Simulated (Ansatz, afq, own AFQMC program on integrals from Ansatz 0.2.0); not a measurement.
# AlP (triplet): quantum Monte Carlo beside coupled cluster at distance Al1–P2 = 2.208 Å, 6-31G

How near does AFQMC come to the top of the ladder for AlP (triplet)?

Program: Ansatz 0.2.0, Gaussian basis, and an in-house AFQMC program (afq) on its integrals; all values are calculated. Level of theory: 6-31G, frozen cores. These are calculated values, not measurements.

To be run: Full CI; PBE (unrestricted); r2SCAN (unrestricted); PBE0 (unrestricted); B3LYP (unrestricted); wB97M-V (unrestricted); B2PLYP (unrestricted); CCSD(T) on UHF; Full CI; Full CI (quintet); CCSDT(Q) on UHF; CCSDTQ on UHF; Phaseless AFQMC, CISD trial on UHF; Phaseless AFQMC, single-determinant trial on UHF; Phaseless AFQMC, first-order trial on UHF.

4 further runs of the same task are left out: 1 for a known fault of the program, 3 that didn't finish.

### Step 1. The geometry

The geometry derives from a PBE0/def2-TZVP stationary point (not a proven minimum). One bond is set to the value named and the two fragments are kept rigid.

2 atoms, charge 0, spin multiplicity 3.

Atoms are counted from 1 here; the program's logs count them from 0.

Bond lengths: Al1–P2 2.208 Å.

Coordinates:

```
Al    0.0000    0.0000    0.0000
P     0.0000    0.0000    2.2080
```

### Step 2. Full CI

Contents of in.yaml:

```yaml
crystal:
  periodic: [false, false, false]
  atoms:
    - {symbol: Al, position_ang: [0.000000, 0.000000, 0.000000]}
    - {symbol: P, position_ang: [0.000000, 0.000000, 2.208000]}
basis:
  gaussian: {orbitals: 6-31G}
magnetization: {spin_polarized: false, initial_magnetization: 2}
correlation: {method: fci, electrons: outside_noble_gas}
```

On the command line:

```sh
> ansatz run in.yaml --threads 1 --pin off --events-out ev --progress --plain --max-ram 16896MiB --backend cuda --devices 0, --max-vram 18GiB
```

Log, cut to the lines that bear on the results:

```text
Functional definition: HF
  name "HF"
  cite "Fock, Z. Phys. 61, 126 (1930) doi:10.1007/BF01340294"
  parent pbe
[...]
495 factors; integrals over basis functions are off by at most 1.1e-7 eV
[...]
mean field -15851.77225678 eV, -582.5418857196 hartree, gradient 1.5e-6 eV, S^2 2.000000; 10 other end points of the search recorded, 0 dependent functions left out
[...]
determinant -15851.77225678 eV, -582.5418857196 hartree, with singles and doubles -15853.66779154 eV, -582.6115453371 hartree
determinant -15851.53009083 eV, -582.5329862851 hartree, with singles and doubles -15853.96823779 eV, -582.6225865333 hartree
determinant -15848.69553937 eV, -582.4288184400 hartree, with singles and doubles -15851.54687893 eV, -582.5336032363 hartree
determinant -15851.77225678 eV, -582.5418857196 hartree, with singles and doubles -15853.66778618 eV, -582.6115451401 hartree
determinant -15851.53009083 eV, -582.5329862851 hartree, with singles and doubles -15853.96738511 eV, -582.6225551977 hartree
10 core orbitals not correlated: weight in the atoms' cores, before any rotation towards them, 1.000 or more for the frozen orbitals, at most 0.000 for the correlated occupied ones
reference -15851.77225678 eV, -582.5418857196 hartree; 5, 3 occupied and 11, 13 virtual orbitals, 495 factors
state -15854.10245935 eV, -582.6275190845 hartree
10 core orbitals not correlated: weight in the atoms' cores, before any rotation towards them, 1.000 or more for the frozen orbitals, at most 0.000 for the correlated occupied ones
state -15854.10341376 eV, -582.6275541585 hartree
Total energy: -15854.10341376 eV, -582.6275541585 hartree
```

Run time: 66 s. Hardware: 1 × NVIDIA H100 80GB HBM3 with 1 thread of AMD EPYC 7R13 (Zen 3), shared host.

From the report: 827,904 determinants, symmetry B2.

### Step 3. PBE (unrestricted)

Contents of in.yaml:

```yaml
crystal:
  periodic: [false, false, false]
  atoms:
    - {symbol: Al, position_ang: [0.000000, 0.000000, 0.000000]}
    - {symbol: P, position_ang: [0.000000, 0.000000, 2.208000]}
basis:
  gaussian: {orbitals: 6-31G}
magnetization: {spin_polarized: true, initial_magnetization: 2}
hamiltonian: {xc: {name: PBE}}
output: {orbitals: {seedname: orbitals}}
```

On the command line:

```sh
> ansatz run in.yaml --threads 1 --pin off --events-out ev --progress --plain --max-ram 5632MiB --backend cpu
```

Log:

```text
Functional definition: PBE
  name "PBE"
  cite "Perdew, Burke & Ernzerhof, Phys. Rev. Lett. 77, 3865 (1996) doi:10.1103/PhysRevLett.77.3865"
  parent pbe
  parameter kappa = 0.804
  parameter beta = 0.06672455060314922
  exchange = pbe_x(kappa = kappa, mu = beta*pi^2/3)
  correlation = pbe_c(beta = beta)
278 factors; integrals over basis functions are off by at most 1.1e-4 eV
mean field evaluation 1: about -15871.3309 eV, gradient 1.6e1 eV
mean field evaluation 2: about -15836.7079 eV, gradient 5.1e1 eV
mean field evaluation 4: about -15873.9018 eV, gradient 1.2e0 eV
mean field evaluation 8: about -15873.9182 eV, gradient 3.6e-2 eV
mean field evaluation 16: about -15873.9182 eV, gradient 1.2e-4 eV
mean field evaluation 32: about -15873.9182 eV, gradient 7.0e-6 eV
mean field -15873.91820867 eV, -583.3557344405 hartree, gradient 3.4e-6 eV, S^2 2.003874; 6 other end points of the search recorded, 0 dependent functions left out
reference -15873.91823662 eV, -583.3557354676 hartree; 15, 13 occupied and 11, 13 virtual orbitals, 278 factors
Total energy: -15873.91823662 eV, -583.3557354676 hartree
```

Run time: 1 s. Hardware: 1 thread of AMD EPYC 7R13 (Zen 3), shared host.

From the report: ⟨S²⟩ of the determinant 2.004 (pure triplet: 2.00).

### Step 4. r2SCAN (unrestricted)

in.yaml: that of step 3 with these lines changed.

```diff
@@ -8,3 +8,2 @@
 magnetization: {spin_polarized: true, initial_magnetization: 2}
-hamiltonian: {xc: {name: PBE}}
-output: {orbitals: {seedname: orbitals}}
+hamiltonian: {xc: {name: r2SCAN}}
```

Launched as before.

Log, cut to the lines that bear on the results:

```text
Functional definition: r2SCAN
  name "r2SCAN"
  cite "Furness, Kaplan, Ning, Perdew & Sun, J. Phys. Chem. Lett. 11, 8208 (2020) doi:10.1021/acs.jpclett.0c02405"
  cite "Furness, Kaplan, Ning, Perdew & Sun, J. Phys. Chem. Lett. 11, 9248 (2020) doi:10.1021/acs.jpclett.0c03077"
  parent r2scan
[...]
278 factors; integrals over basis functions are off by at most 1.1e-4 eV
[...]
mean field -15880.34924561 eV, -583.5920706888 hartree, gradient 3.6e-6 eV, S^2 2.010271; 6 other end points of the search recorded, 0 dependent functions left out
reference -15880.34925726 eV, -583.5920711170 hartree; 15, 13 occupied and 11, 13 virtual orbitals, 278 factors
Total energy: -15880.34925726 eV, -583.5920711170 hartree
```

Run time: 2.5 s. Hardware: 1 thread of AMD EPYC 7R13 (Zen 3), shared host.

From the report: ⟨S²⟩ of the determinant 2.010 (pure triplet: 2.00).

### Step 5. PBE0 (unrestricted)

in.yaml: that of step 4 with these lines changed.

```diff
@@ -8,2 +8,3 @@
 magnetization: {spin_polarized: true, initial_magnetization: 2}
-hamiltonian: {xc: {name: r2SCAN}}
+hamiltonian: {xc: {name: PBE0}}
+output: {orbitals: {seedname: orbitals}}
```

Launched as before.

Log:

```text
Functional definition: PBE0
  name "PBE0"
  cite "Adamo & Barone, J. Chem. Phys. 110, 6158 (1999) doi:10.1063/1.478522"
  cite "Perdew, Burke & Ernzerhof, Phys. Rev. Lett. 77, 3865 (1996) doi:10.1103/PhysRevLett.77.3865"
  parent pbe
  parameter a = 0.25
  parameter kappa = 0.804
  parameter beta = 0.06672455060314922
  exchange = (1 - a)*pbe_x(kappa = kappa, mu = beta*pi^2/3) + a*exact_x
  correlation = pbe_c(beta = beta)
278 factors; integrals over basis functions are off by at most 1.1e-4 eV
mean field evaluation 1: about -15873.3813 eV, gradient 1.3e1 eV
mean field evaluation 2: about -15861.3828 eV, gradient 3.7e1 eV
mean field evaluation 4: about -15875.1829 eV, gradient 4.7e-1 eV
mean field evaluation 8: about -15875.1874 eV, gradient 1.6e-2 eV
mean field evaluation 16: about -15875.1875 eV, gradient 2.6e-5 eV
mean field -15875.18747832 eV, -583.4023792397 hartree, gradient 5.7e-6 eV, S^2 2.010109; 1 other end points of the search recorded, 0 dependent functions left out
reference -15875.18749933 eV, -583.4023800117 hartree; 15, 13 occupied and 11, 13 virtual orbitals, 278 factors
Total energy: -15875.18749933 eV, -583.4023800117 hartree
```

It took 0.63 s on 1 thread of AMD EPYC 7R13 (Zen 3), shared host.

From the report: ⟨S²⟩ of the determinant 2.010 (pure triplet: 2.00).

### Step 6. B3LYP (unrestricted)

in.yaml: that of step 5 with these lines changed.

```diff
@@ -8,3 +8,2 @@
 magnetization: {spin_polarized: true, initial_magnetization: 2}
-hamiltonian: {xc: {name: PBE0}}
-output: {orbitals: {seedname: orbitals}}
+hamiltonian: {xc: {name: B3LYP}}
```

Launched as before.

Log, cut to the lines that bear on the results:

```text
Functional definition: B3LYP
  name "B3LYP"
  cite "Stephens, Devlin, Chabalowski & Frisch, J. Phys. Chem. 98, 11623 (1994) doi:10.1021/j100096a001"
  cite "Becke, Phys. Rev. A 38, 3098 (1988) doi:10.1103/PhysRevA.38.3098"
  cite "Lee, Yang & Parr, Phys. Rev. B 37, 785 (1988) doi:10.1103/PhysRevB.37.785"
  cite "Vosko, Wilk & Nusair, Can. J. Phys. 58, 1200 (1980) doi:10.1139/p80-159"
[...]
278 factors; integrals over basis functions are off by at most 1.1e-4 eV
[...]
mean field -15882.83706528 eV, -583.6834963756 hartree, gradient 1.1e-5 eV, S^2 2.008315; 6 other end points of the search recorded, 0 dependent functions left out
reference -15882.83724169 eV, -583.6835028585 hartree; 15, 13 occupied and 11, 13 virtual orbitals, 278 factors
Total energy: -15882.83724169 eV, -583.6835028585 hartree
```

Run time: 1.3 s. Hardware: 1 thread of AMD EPYC 7R13 (Zen 3), shared host.

From the report: ⟨S²⟩ of the determinant 2.008 (pure triplet: 2.00).

### Step 7. wB97M-V (unrestricted)

in.yaml: that of step 6 with these lines changed.

```diff
@@ -8,2 +8,3 @@
 magnetization: {spin_polarized: true, initial_magnetization: 2}
-hamiltonian: {xc: {name: B3LYP}}
+hamiltonian: {xc: {name: wB97M-V}}
+output: {orbitals: {seedname: orbitals}}
```

Launched as before.

Log, cut to the lines that bear on the results:

```text
Functional definition: wB97M-V
  name "wB97M-V"
  cite "Mardirossian & Head-Gordon, J. Chem. Phys. 144, 214110 (2016) doi:10.1063/1.4952647"
  cite "Becke, J. Chem. Phys. 107, 8554 (1997) doi:10.1063/1.475007"
  cite "Vydrov & Van Voorhis, J. Chem. Phys. 133, 244103 (2010) doi:10.1063/1.3521275"
  # Of w^i u^j: cxij and so on, Table III.
[...]
  gx(w, u) = 1 - cx + cx01*u + cx10*w
  gss(w, u) = css00 + css04*u^4 + css10*w + css20*w^2 + css43*w^4*u^3
  gos(w, u) = cos00 + cos10*w + (cos20 + cos21*u)*w^2 + (cos60 + cos61*u)*w^6
[...]
      + integral(e_c_pw_mod_opposite_spin*gos(b97_w_opposite, b97_u_opposite)) + vv10(b, c)
278 factors; integrals over basis functions are off by at most 1.1e-4 eV
123 factors; integrals over basis functions are off by at most 5.2e-6 eV
[...]
mean field -15880.76760103 eV, -583.6074449671 hartree, gradient 1.0e-5 eV, S^2 2.009652; 1 other end points of the search recorded, 0 dependent functions left out
reference -15880.76763212 eV, -583.6074461094 hartree; 15, 13 occupied and 11, 13 virtual orbitals, 278 factors
Total energy: -15880.76763212 eV, -583.6074461094 hartree
```

Wall time 2.5 s (1 thread of AMD EPYC 7R13 (Zen 3), shared host).

From the report: ⟨S²⟩ of the determinant 2.010 (pure triplet: 2.00).

### Step 8. B2PLYP (unrestricted)

in.yaml: that of step 7 with these lines changed.

```diff
@@ -8,3 +8,3 @@
 magnetization: {spin_polarized: true, initial_magnetization: 2}
-hamiltonian: {xc: {name: wB97M-V}}
-output: {orbitals: {seedname: orbitals}}
+hamiltonian: {xc: {name: B2PLYP}}
+correlation: {electrons: outside_noble_gas}
```

Launched as before.

Log, cut to the lines that bear on the results:

```text
Functional definition: B2PLYP
  name "B2PLYP"
  cite "Grimme, J. Chem. Phys. 124, 034108 (2006) doi:10.1063/1.2148954"
  cite "Becke, Phys. Rev. A 38, 3098 (1988) doi:10.1103/PhysRevA.38.3098"
  cite "Lee, Yang & Parr, Phys. Rev. B 37, 785 (1988) doi:10.1103/PhysRevB.37.785"
[...]
278 factors; integrals over basis functions are off by at most 1.1e-4 eV
[...]
mean field -15873.67181805 eV, -583.3466797520 hartree, gradient 1.8e-6 eV, S^2 2.024175; 2 other end points of the search recorded, 0 dependent functions left out
10 core orbitals not correlated: weight in the atoms' cores, before any rotation towards them, 1.000 or more for the frozen orbitals, at most 0.000 for the correlated occupied ones
reference -15873.67193019 eV, -583.3466838733 hartree; 5, 3 occupied and 11, 13 virtual orbitals, 278 factors
second order -2.47200889 eV of doubles, -0.00000000 eV of singles
Total energy: -15874.33937259 eV, -583.3712119291 hartree
```

Run time: 0.99 s. Hardware: 1 thread of AMD EPYC 7R13 (Zen 3), shared host.

From the report: ⟨S²⟩ of the determinant 2.024 (pure triplet: 2.00).

### Step 9. CCSD(T) on UHF

in.yaml: that of step 8 with these lines changed.

```diff
@@ -8,3 +8,2 @@
 magnetization: {spin_polarized: true, initial_magnetization: 2}
-hamiltonian: {xc: {name: B2PLYP}}
-correlation: {electrons: outside_noble_gas}
+correlation: {method: ccsd_t, electrons: outside_noble_gas, hamiltonian_folder: ham}
```

On the command line:

```sh
> ansatz run in.yaml --threads 1 --pin off --events-out ev --progress --plain --max-ram 16896MiB --backend cuda --devices 0, --max-vram 18GiB
```

Log, cut to the lines that bear on the results:

```text
Functional definition: HF
  name "HF"
  cite "Fock, Z. Phys. 61, 126 (1930) doi:10.1007/BF01340294"
  parent pbe
[...]
278 factors; integrals over basis functions are off by at most 1.1e-4 eV
[...]
mean field -15851.89042475 eV, -582.5462283123 hartree, gradient 3.3e-6 eV, S^2 2.233617; 19 other end points of the search recorded, 0 dependent functions left out
determinant -15851.89042475 eV, -582.5462283123 hartree, with singles and doubles -15853.75994519 eV, -582.6149319214 hartree
determinant -15851.82265112 eV, -582.5437376773 hartree, with singles and doubles -15853.66841350 eV, -582.6115681935 hartree
determinant -15851.72026675 eV, -582.5399751211 hartree, with singles and doubles -15853.97657978 eV, -582.6228930956 hartree
determinant -15849.78218297 eV, -582.4687518558 hartree, with singles and doubles -15851.17392722 eV, -582.5198975138 hartree
[...]
determinant -15849.12559733 eV, -582.4446227786 hartree, with singles and doubles -15851.48557933 eV, -582.5313505174 hartree
determinant -15851.89042475 eV, -582.5462283123 hartree, with singles and doubles -15853.66431216 eV, -582.6114174721 hartree
determinant -15851.82265112 eV, -582.5437376773 hartree, with singles and doubles -15853.66843603 eV, -582.6115690216 hartree
determinant -15851.72026675 eV, -582.5399751211 hartree, with singles and doubles -15853.97552960 eV, -582.6228545024 hartree
10 core orbitals not correlated: weight in the atoms' cores, before any rotation towards them, 1.000 or more for the frozen orbitals, at most 0.000 for the correlated occupied ones
reference -15851.72026675 eV, -582.5399751211 hartree; 5, 3 occupied and 11, 13 virtual orbitals, 278 factors
second order -1.64597819 eV of doubles, -0.00000000 eV of singles
cycle   1  -2.25526500 eV  change   -2.1e-6 eV  update   3.4e-6
perturbative correction -0.08743748 eV, -0.0032132682 hartree
Total energy: -15854.06296923 eV, -582.6260678494 hartree
```

It took 34 s on 1 × NVIDIA H100 80GB HBM3 with 1 thread of AMD EPYC 7R13 (Zen 3), shared host.

From the report: ⟨S²⟩ of the determinant 2.082 (pure triplet: 2.00); correlation -2.3427 eV; T1 0.049; largest double amplitude 0.10.

This run also writes the integrals to the folder ham.

### Step 10. Full CI

Contents of in.yaml:

```yaml
hamiltonian:
  integrals:
    folder: ../ham
correlation: {method: fci}
```

Same command.

Log:

```text
Functional definition: HF
  name "HF"
  cite "Fock, Z. Phys. 61, 126 (1930) doi:10.1007/BF01340294"
  parent pbe
  exchange = exact_x
  correlation = 0
reference -15851.72026675 eV, -582.5399751211 hartree; 5, 3 occupied and 11, 13 virtual orbitals, 278 factors
state -15854.10341375 eV, -582.6275541582 hartree
Total energy: -15854.10341375 eV, -582.6275541582 hartree
```

Wall time 43 s (1 × NVIDIA H100 80GB HBM3 with 1 thread of AMD EPYC 7R13 (Zen 3), shared host).

From the report: 611,520 determinants.

### Step 11. Full CI (quintet)

Contents of in.yaml:

```yaml
crystal:
  periodic: [false, false, false]
  atoms:
    - {symbol: Al, position_ang: [0.000000, 0.000000, 0.000000]}
    - {symbol: P, position_ang: [0.000000, 0.000000, 2.208000]}
basis:
  gaussian: {orbitals: 6-31G}
magnetization: {spin_polarized: false, initial_magnetization: 4}
correlation: {method: fci, electrons: outside_noble_gas}
```

Launched as before.

Log:

```text
Functional definition: HF
  name "HF"
  cite "Fock, Z. Phys. 61, 126 (1930) doi:10.1007/BF01340294"
  parent pbe
  exchange = exact_x
  correlation = 0
495 factors; integrals over basis functions are off by at most 1.1e-7 eV
mean field evaluation 1: about -15849.7155 eV, gradient 6.7e0 eV
mean field evaluation 2: about -15849.7195 eV, gradient 6.7e0 eV
mean field evaluation 4: about -15850.4707 eV, gradient 1.1e0 eV
mean field evaluation 8: about -15850.5566 eV, gradient 6.3e-2 eV
mean field evaluation 16: about -15850.5757 eV, gradient 1.3e-2 eV
mean field -15850.55663750 eV, -582.4972125348 hartree, gradient 7.3e-6 eV, S^2 6.000000; 2 other end points of the search recorded, 0 dependent functions left out
mean field evaluation 32: about -15850.5287 eV, gradient 1.2e0 eV
10 core orbitals not correlated: weight in the atoms' cores, before any rotation towards them, 1.000 or more for the frozen orbitals, at most 0.000 for the correlated occupied ones
reference -15850.55663750 eV, -582.4972125348 hartree; 6, 2 occupied and 10, 14 virtual orbitals, 495 factors
state -15852.01843967 eV, -582.5509327737 hartree
Total energy: -15852.01843967 eV, -582.5509327737 hartree
```

Wall time 32 s (1 × NVIDIA H100 80GB HBM3 with 1 thread of AMD EPYC 7R13 (Zen 3), shared host).

From the report: 240,128 determinants, symmetry B2.

### Step 12. CCSDT(Q) on UHF

Contents of in.yaml:

```yaml
crystal:
  periodic: [false, false, false]
  atoms:
    - {symbol: Al, position_ang: [0.000000, 0.000000, 0.000000]}
    - {symbol: P, position_ang: [0.000000, 0.000000, 2.208000]}
basis:
  gaussian: {orbitals: 6-31G}
magnetization: {spin_polarized: true, initial_magnetization: 2}
correlation: {method: ccsdt_q, electrons: outside_noble_gas}
```

Launched as before.

Log, cut to the lines that bear on the results:

```text
Functional definition: HF
  name "HF"
  cite "Fock, Z. Phys. 61, 126 (1930) doi:10.1007/BF01340294"
  parent pbe
[...]
495 factors; integrals over basis functions are off by at most 1.1e-7 eV
[...]
mean field -15851.89048856 eV, -582.5462306572 hartree, gradient 2.9e-6 eV, S^2 2.233627; 19 other end points of the search recorded, 0 dependent functions left out
determinant -15851.89048856 eV, -582.5462306572 hartree, with singles and doubles -15853.76000949 eV, -582.6149342841 hartree
determinant -15851.82270600 eV, -582.5437396943 hartree, with singles and doubles -15853.66847045 eV, -582.6115702867 hartree
determinant -15851.72033444 eV, -582.5399776088 hartree, with singles and doubles -15853.97664649 eV, -582.6228955471 hartree
determinant -15849.78227909 eV, -582.4687553881 hartree, with singles and doubles -15851.17402158 eV, -582.5199009815 hartree
[...]
determinant -15851.89048856 eV, -582.5462306572 hartree, with singles and doubles -15853.66436873 eV, -582.6114195510 hartree
determinant -15851.82270600 eV, -582.5437396943 hartree, with singles and doubles -15853.66849296 eV, -582.6115711140 hartree
determinant -15851.72033444 eV, -582.5399776088 hartree, with singles and doubles -15853.97559686 eV, -582.6228569741 hartree
10 core orbitals not correlated: weight in the atoms' cores, before any rotation towards them, 1.000 or more for the frozen orbitals, at most 0.000 for the correlated occupied ones
reference -15851.72033444 eV, -582.5399776088 hartree; 5, 3 occupied and 11, 13 virtual orbitals, 495 factors
second order -1.64600083 eV of doubles, -0.00000000 eV of singles
cycle   1  -1.94165615 eV  change   -3.0e-1 eV  update   1.0e-1
[...]
cycle  22  -2.37832245 eV  change   -2.6e-7 eV  update   4.3e-7
perturbative correction -0.00763161 eV, -0.0002804566 hartree
Total energy: -15854.10628850 eV, -582.6276598033 hartree
```

Wall time 52 s (1 × NVIDIA H100 80GB HBM3 with 1 thread of AMD EPYC 7R13 (Zen 3), shared host).

From the report: ⟨S²⟩ of the determinant 2.082 (pure triplet: 2.00); correlation -2.3860 eV; T1 0.051; largest double amplitude 0.11.

### Step 13. CCSDTQ on UHF

in.yaml: that of step 12 with these lines changed.

```diff
@@ -8,2 +8,2 @@
 magnetization: {spin_polarized: true, initial_magnetization: 2}
-correlation: {method: ccsdt_q, electrons: outside_noble_gas}
+correlation: {method: ccsdtq, electrons: outside_noble_gas}
```

Launched as before.

Log, cut to the lines that bear on the results:

```text
Functional definition: HF
  name "HF"
  cite "Fock, Z. Phys. 61, 126 (1930) doi:10.1007/BF01340294"
  parent pbe
[...]
495 factors; integrals over basis functions are off by at most 1.1e-7 eV
[...]
mean field -15851.89048856 eV, -582.5462306572 hartree, gradient 2.9e-6 eV, S^2 2.233627; 19 other end points of the search recorded, 0 dependent functions left out
determinant -15851.89048856 eV, -582.5462306572 hartree, with singles and doubles -15853.76000949 eV, -582.6149342841 hartree
determinant -15851.82270600 eV, -582.5437396943 hartree, with singles and doubles -15853.66847045 eV, -582.6115702867 hartree
determinant -15851.72033444 eV, -582.5399776088 hartree, with singles and doubles -15853.97664649 eV, -582.6228955471 hartree
determinant -15849.78227909 eV, -582.4687553881 hartree, with singles and doubles -15851.17402158 eV, -582.5199009815 hartree
[...]
determinant -15849.12574101 eV, -582.4446280587 hartree, with singles and doubles -15851.48567819 eV, -582.5313541505 hartree
determinant -15851.89048856 eV, -582.5462306572 hartree, with singles and doubles -15853.66436873 eV, -582.6114195510 hartree
determinant -15851.82270600 eV, -582.5437396943 hartree, with singles and doubles -15853.66849296 eV, -582.6115711140 hartree
determinant -15851.72033444 eV, -582.5399776088 hartree, with singles and doubles -15853.97559686 eV, -582.6228569741 hartree
10 core orbitals not correlated: weight in the atoms' cores, before any rotation towards them, 1.000 or more for the frozen orbitals, at most 0.000 for the correlated occupied ones
reference -15851.72033444 eV, -582.5399776088 hartree; 5, 3 occupied and 11, 13 virtual orbitals, 495 factors
second order -1.64600083 eV of doubles, -0.00000000 eV of singles
cycle   1  -1.94165670 eV  change   -3.0e-1 eV  update   1.0e-1
[...]
cycle  22  -2.38319624 eV  change   -9.5e-8 eV  update   8.8e-7
Total energy: -15854.10353069 eV, -582.6275584554 hartree
```

Run time: 46 s. Hardware: 1 × NVIDIA H100 80GB HBM3 with 1 thread of AMD EPYC 7R13 (Zen 3), shared host.

From the report: ⟨S²⟩ of the determinant 2.082 (pure triplet: 2.00); correlation -2.3832 eV; T1 0.050; largest double amplitude 0.11.

[end of part 1 of 2]
